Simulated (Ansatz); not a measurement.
hcp Zr was calculated with r²SCAN (PAW; Ansatz, a program for electronic structure).

A perfect cell of 2 atoms has -8390.0447 eV. A cell of 36 sites with one atom taken out, atoms relaxed at the host's volume, has -146823.4406 eV. Energies are extrapolated to zero smearing.

Defect cell: Settings: plane-wave cutoff 500 eV, 5×5×5 k mesh, Fermi–Dirac smearing 0.1 eV, cell of 36 sites, scalar-relativistic PAW data made under PBE.

Perfect cell: Run with plane-wave cutoff 500 eV, 15×15×10 k mesh (along the axes of the cell as run), Fermi–Dirac smearing 0.1 eV, scalar-relativistic PAW data made under PBE.

Question: Work out the vacancy formation energy.

Answer: E_f = E(35) − 35 × E_bulk per atom = -146823.4406 − 35 × (-8390.0447/2) = 2.34 eV. Before relaxation the value is 2.41 eV.

The cell is finite, so the vacancy feels its images.

Note: energies are extrapolated to zero smearing, and mesh and cell size move such values by some hundredths of an eV or more.
